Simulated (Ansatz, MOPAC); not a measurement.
System: difluoromethane, CH₂F₂ (charge 0, singlet). SMILES: C(F)F
Geometry from a B3LYP-D3(BJ)/def2-TZVP (Ansatz, an electronic-structure program) optimisation:
```xyz
5

C      0.0044     0.0053     0.5043
F     -0.0170     1.1024    -0.3021
F      0.0119    -1.1085    -0.2792
H     -0.9025    -0.0002     1.1113
H      0.9218     0.0234     1.0951
```

Wanted: vertical ionisation energy to the doublet, in eV. Terms: spin-orbit terms left out; UHF or UKS for open shells; each state is the SCF solution reached for its charge and spin; no dispersion term unless named; non-relativistic; 6-31G* and kin with 6d, 5d where marked. First-principles rows: single points at B3LYP-D3(BJ) geometries (Ansatz). Semi-empirical rows: differences of heats of formation at the shared geometry for vertical values.

| species | coefficient | E at B3LYP/6-31G* (Ansatz), Eh | E at PBE0/def2-TZVPD (Ansatz), Eh | heat of formation at PM3 (MOPAC), kcal/mol |
|---|---|---|---|---|
| charge 1, doublet | +1 | -238.50831 | -238.37823 | 193.82 |
| charge 0, singlet | -1 | -238.97313 | -238.85617 | -102.83 |

 1 Eh = 27.2114 eV and 1 eV = 23.0605 kcal/mol.

**Question.** Compute it at each level from the table.

**Answer.** 
- B3LYP/6-31G*: the sum of coefficient times E is 0.46482 Eh, or 12.648 eV. Result: 12.65 eV.
- PBE0/def2-TZVPD: the sum of coefficient times E is 0.47794 Eh, or 13.005 eV. Result: 13.01 eV.
- PM3: the sum of coefficient times heat of formation is 296.65 kcal/mol, or 12.86 eV.
